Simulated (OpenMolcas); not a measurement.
# One shape, several levels: CH7BSi (SMILES CB[SiH3])

Wanted: a comparison of 6 runs (B3LYP/6-31G*, B2PLYP/6-311+G**, PBE0/6-311+G**, SVWN5/6-311+G**, r2SCAN/6-311+G**, MP2/6-311+G**) of CH7BSi. 

The results are computed with OpenMolcas 26.06.

1 further run of the same task is left out (set aside as unsound or not needed).

### 1 The structure to begin with

CH7BSi has 10 atoms, charge 0, and is taken as a singlet. SMILES: `CB[SiH3]`. The B2–H7 distance was set to 2.163 Å, away from the relaxed value. At this shape a bond of the SMILES string is far longer than usual.

Bond lengths: C1–B2 1.550 Å, B2–Si3 2.018 Å, C1–H4 1.106 Å, C1–H5 1.092 Å, C1–H6 1.091 Å, Si3–H8 1.491 Å, Si3–H9 1.491 Å, Si3–H10 1.494 Å. Some angles: C1–B2–Si3 124.4°, B2–C1–H4 102.7°, B2–C1–H5 114.9°, B2–C1–H6 116.1°, B2–Si3–H8 111.7°, B2–Si3–H9 114.0°, B2–Si3–H10 107.9°, H4–C1–H5 105.3°, H4–C1–H6 106.0°, H5–C1–H6 110.4°.

### 2 The energy at B3LYP/6-31G(d) (Cartesian functions) (run 1)

The input, mol.inp:

```
&gateway
baslib=$CurrDir
coord
10
angstrom
C       -1.411734       1.205796       0.298123
B       -0.211834       0.231096       0.185123
Si       0.690266      -0.652304       1.759823
H       -2.282234       0.538296       0.158823
H       -1.481734       1.942996      -0.504977
H       -1.552434       1.684896       1.268423
H        0.516800      -0.288200      -1.783700
H        0.830366      -2.123304       1.560523
H        0.001066      -0.423404       3.061723
H        2.069866      -0.090004       1.874323
basis=6-31Gs
group=NoSym
&seward
gridinput
Grid=UltraFine
End of Grid
&scf
ksdft=B3LYP
thresholds=1e-10 1e-07 1e-07 1e-05
prorbitals=1 1
```

The basis set 6-31G* is read from a file made from the Basis Set Exchange's data (not shown).

Started as:

```
$ export MOLCAS_MEM=1860
$ pymolcas mol.inp > mol.log
```

Log:

```text
--- Start Module: gateway ---
[...]
--- Stop Module: gateway /rc=_RC_ALL_IS_WELL_ ---
--- Start Module: seward ---
[...]
      Basis functions           63
--- Stop Module: seward /rc=_RC_ALL_IS_WELL_ ---
[...]
--- Start Module: scf ---
[...]
       Convergence after  13 Iterations
[...]
::    Total KS-DFT energy                            -356.5282544381
[...]
      Total spin, S                                     0.0000000000
[...]
      Total electronic charge=   32.000000
      Total            charge=   -0.000000
[...]
      Dipole Moment (debye):
      Origin of the operator (angstrom)=   -0.0323    0.0003    1.0429
                   X= -1.6138E+00               Y=  1.0375E+00               Z=  1.3871E+00           Total=  2.3674E+00
      Quadrupole Moment (debye*angstrom):
[...]
--- Stop Module: scf /rc=_RC_ALL_IS_WELL_ ---
[...]
```

Wall time 23 s (1 thread of Intel Xeon Platinum 8259CL at 2.50GHz (Skylake/Cascade Lake), shared host); peak memory 0.4 GiB.

### 3 A single-point energy at B2PLYP/6-311+G(d,p) (run 2)

The input, geom.xyz:

```xyz
10

C     -1.411734     1.205796     0.298123
B     -0.211834     0.231096     0.185123
Si     0.690266    -0.652304     1.759823
H     -2.282234     0.538296     0.158823
H     -1.481734     1.942996    -0.504977
H     -1.552434     1.684896     1.268423
H      0.516800    -0.288200    -1.783700
H      0.830366    -2.123304     1.560523
H      0.001066    -0.423404     3.061723
H      2.069866    -0.090004     1.874323
```

The input, test.inp:

```
>>> EXPORT MOLCAS_PRINT=2

&GATEWAY
 BasLib = $CurrDir
 Coord = geom.xyz
 Basis = 6-311pGss
 Group = NoSym

&SEWARD
 GridInput
 Grid=UltraFine
 End of Grid

&SCF
 KSDFT = B2PLYP_SCF
 Thresholds = 1e-10 1e-07 1e-07 1e-05
 PrOrbitals = 1 2

&MBPT2
 Frozen = 7
```

The basis set 6-311+G** is read from a file made from the Basis Set Exchange's data (not shown).

Started as:

```
$ export MOLCAS_MEM=1860
$ pymolcas test.inp > test.log
```

Log:

```text
--- Start Module: gateway ---
[...]
--- Stop Module: gateway /rc=_RC_ALL_IS_WELL_ ---
[...]
      Basis functions          116
[...]
--- Start Module: scf ---
[...]
       Convergence after  13 Iterations
[...]
::    Total KS-DFT energy                            -356.2030040248
[...]
      Total spin, S                                     0.0000000000
[...]
      Total electronic charge=   32.000000
      Total            charge=   -0.000000
[...]
      Dipole Moment (debye):
      Origin of the operator (angstrom)=   -0.0323    0.0003    1.0429
                   X= -1.6349E+00               Y=  1.0590E+00               Z=  1.8049E+00           Total=  2.6555E+00
      Quadrupole Moment (debye*angstrom):
[...]
--- Stop Module: scf /rc=_RC_ALL_IS_WELL_ ---
[...]
--- Start Module: mbpt2 ---
[...]
 ###    WARNING: MP2 implementation intended for RHF references only         ###
 ###############################################################################
MBPT2 WARNING: Reference function according to RunFile:KS-DFT
I'll assume you know what you're doing and continue
WARNING!
Default frozen orbitals as non valence orbitals is overwritten by user input.
Default values:   4
[...]
       Reference weight ( Cref**2 )         =        0.79913
::    Total MBPT2 energy                             -356.6497853068
[...]
      Total MBPT2 calculations                           0.78      0.88
--- Stop Module: mbpt2 /rc=_RC_ALL_IS_WELL_ ---
[...]
```

Run time: 56 s. Hardware: 1 thread of Intel Xeon Platinum 8259CL at 2.50GHz (Skylake/Cascade Lake), shared host; peak memory 0.71 GiB.

Runs 3 to 5 aren't shown in full; the table further down has their settings and results.

### 4 A single-point energy at MP2/6-311+G(d,p) (run 6)

The input, job.inp:

```
* CH7BSi MP2
&GATEWAY
BasLib=$CurrDir
Coord
10
bohr
C     -2.66779062     2.27862420     0.56337082
B     -0.40030824     0.43670815     0.34983177
Si     1.30441369    -1.23267591     3.32558350
H     -4.31279721     1.01723201     0.30013197
H     -2.80007145     3.67173030    -0.95426823
H     -2.93367509     3.18399199     2.39697208
H      0.97661046    -0.54461907    -3.37070449
H      1.56916432    -4.01246304     2.94896108
H      0.00201445    -0.80011760     5.78581794
H      3.91147985    -0.17008291     3.54195714
Basis=6-311pGss
Group=NoSym
&SEWARD
&SCF
Thresholds=1e-10 1e-07 1e-07 1e-05
PrOrbitals=1 1
&MBPT2
Frozen=7
```

The basis set 6-311+G** is read from a file made from the Basis Set Exchange's data (not shown).

Started as:

```
$ export MOLCAS_MEM=1860
$ pymolcas job.inp > job.log
```

Log:

```text
--- Start Module: gateway ---
[...]
--- Stop Module: gateway /rc=_RC_ALL_IS_WELL_ ---
[...]
      Basis functions          116
[...]
--- Start Module: scf ---
[...]
       Convergence after  13 Iterations
[...]
::    Total SCF energy                               -355.4353305247
[...]
      Total spin, S                                     0.0000000000
[...]
      Total electronic charge=   32.000000
      Total            charge=   -0.000000
[...]
      Dipole Moment (debye):
      Origin of the operator (angstrom)=   -0.0323    0.0003    1.0429
                   X= -1.7084E+00               Y=  1.1122E+00               Z=  2.1126E+00           Total=  2.9358E+00
      Quadrupole Moment (debye*angstrom):
[...]
--- Stop Module: scf /rc=_RC_ALL_IS_WELL_ ---
[...]
--- Start Module: mbpt2 ---
[...]
WARNING!
Default frozen orbitals as non valence orbitals is overwritten by user input.
Default values:   4
[...]
       Reference weight ( Cref**2 )         =        0.86960
::    Total MBPT2 energy                             -355.7903638934
[...]
      Total MBPT2 calculations                           1.03      1.15
--- Stop Module: mbpt2 /rc=_RC_ALL_IS_WELL_ ---
[...]
```

Wall time 23 s (1 thread of Intel Xeon Platinum 8259CL at 2.50GHz (Skylake/Cascade Lake), shared host); peak memory 0.71 GiB.

### 5 The series

| run | level | Cartesian functions | frozen core orbitals | energy (Eh) | dipole moment (D) of the reference | HOMO energy (eV) | LUMO energy (eV) | wall time |
| --- | --- | --- | --- | --- | --- | --- | --- | --- |
| 1 | B3LYP/6-31G* (Cartesian functions) | yes | – | -356.528254 | 2.37 | -6.48 | -2.11 | 23 s |
| 2 | B2PLYP/6-311+G** | no | 7 | -356.323635 | 2.66 | -7.77 | -0.90 | 56 s |
| 3 | PBE0/6-311+G** | no | – | -356.323545 | 2.48 | -6.94 | -2.25 | 62 s |
| 4 | SVWN5/6-311+G** | no | – | -354.674883 | 2.32 | -5.98 | -3.35 | 48 s |
| 5 | r2SCAN/6-311+G** | no | – | -356.465564 | 2.52 | -6.14 | -2.91 | 87 s |
| 6 | MP2/6-311+G** | no | 7 | -355.790364 | 2.94 | -9.18 | 1.11 | 23 s |

### 6 Summary of results

```
                                          quantity          value
                               run 6: total energy  -355.79036 Eh
         run 6: dipole moment (mean-field density)         2.94 D
        run 6: HOMO energy (Hartree–Fock orbitals)       -9.18 eV
        run 6: LUMO energy (Hartree–Fock orbitals)        1.11 eV
      run 6: HOMO–LUMO gap (Hartree–Fock orbitals)       10.29 eV
run 6: correlation energy (7 core orbitals frozen)     -355.0 mEh
```

In words: Over runs 1, 2, 3, 4, 5 the dipole moment (its size) runs from 2.32 D (SVWN5/6-311+G**) to 2.66 D (B2PLYP/6-311+G**). A double hybrid's value is that of its SCF part. Over runs 1, 2, 3, 4, 5 the HOMO–LUMO gap runs from 2.63 eV (SVWN5/6-311+G**) to 6.87 eV (B2PLYP/6-311+G**). For B2PLYP the log adds the whole second-order term; the table takes 0.27 of it, as the functional is defined. Totals of different functionals can't be ranked against each other. All runs together took 5 min, the longest 87 s.
